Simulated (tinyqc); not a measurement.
Worked calculation: Pariser-Parr-Pople SCF with singles CI, for the molecule C=CC=N (SMILES; centres numbered as the heavy atoms are written). One step of it, computed by the program tinyqc.

Problem. Iteration 3: Fock matrix. F_rr = H_rr + P_rr gamma_rr / 2 + sum_(s != r) P_ss gamma_rs; F_rs = H_rs - P_rs gamma_rs / 2; E = tr P (H + F) / 2 + core repulsion sum_(r<s) z_r z_s gamma_rs.

P after iteration 2, lower triangle:
```
           1C         2C        3C        4N
1C   0.990339
2C   0.911232   1.000697
3C   0.015851   0.411074  0.973854
4N  -0.410536  -0.004811  0.910569  1.035110
```

core matrix H (eV), lower triangle:
```
            1C          2C          3C          4N
1C  -24.919308
2C   -2.390000  -27.515013
3C    0.000000   -2.390000  -27.605782
4N    0.000000    0.000000   -2.350000  -26.531750
```

repulsion gamma_rs (eV), lower triangle:
```
           1C         2C         3C         4N
1C  11.670000
2C   5.465685  11.670000
3C   3.935629   5.467862  11.670000
4N   2.967994   4.031466   5.652291  13.440000
```

Centres (angstrom, eV; a flat drawing with bonds scaled to 1.40 angstrom):
```
centre          x          y  core charge z          W   gamma_rr
1C      -1.848000  -0.127000              1  12.550000  11.670000
2C      -0.559000   0.421000              1  12.550000  11.670000
3C       0.559000  -0.421000              1  12.550000  11.670000
4N       1.848000   0.127000              1  13.880000  13.440000
```

Give: F; pi energy.

Solution.

F (eV), lower triangle:
```
         1C       2C       3C       4N
1C  -6.7663
2C  -4.8803  -6.7652
3C  -0.0312  -3.5138  -6.7033
4N   0.6092   0.0097  -4.9234  -7.0977
```

pi energy = -55.3574 eV
